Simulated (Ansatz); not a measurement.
A-type hexagonal La2O3 was calculated with PBE (Ansatz, a program for electronic structure, plane waves, PAW).

Numerical settings: plane-wave cutoff 520 eV, 6×6×4 k mesh (along the axes of the cell as run), Fermi–Dirac smearing 0.01 eV, scalar-relativistic PAW data made under PBE.

Starting structure:

```yaml
crystal:
  lattice:
    - [3.94000, 0.00000, 0.00000]
    - [-1.97000, 3.41214, 0.00000]
    - [0.00000, 0.00000, 6.13000]
  atoms:
    - { symbol: La, position: [0.33333, 0.66667, 0.24700] }
    - { symbol: La, position: [0.66667, 0.33333, 0.75300] }
    - { symbol: O, position: [0.00000, 0.00000, 0.00000] }
    - { symbol: O, position: [0.33333, 0.66667, 0.64700] }
    - { symbol: O, position: [0.66667, 0.33333, 0.35300] }
```

Into what structure does the relaxation of cell and atoms lead at this level, with the symmetry of the start kept?

The volume goes up by 1.0 %; final space group P-3m1.
```yaml
crystal:
  lattice:
    - [3.94036, 0.00000, 0.00000]
    - [-1.97018, 3.41246, 0.00000]
    - [0.00000, 0.00000, 6.18821]
  atoms:
    - { symbol: La, position: [0.33333, 0.66667, 0.24738] }
    - { symbol: La, position: [0.66667, 0.33333, 0.75262] }
    - { symbol: O, position: [0.00000, 0.00000, 0.00000] }
    - { symbol: O, position: [0.33333, 0.66667, 0.64531] }
    - { symbol: O, position: [0.66667, 0.33333, 0.35469] }
```
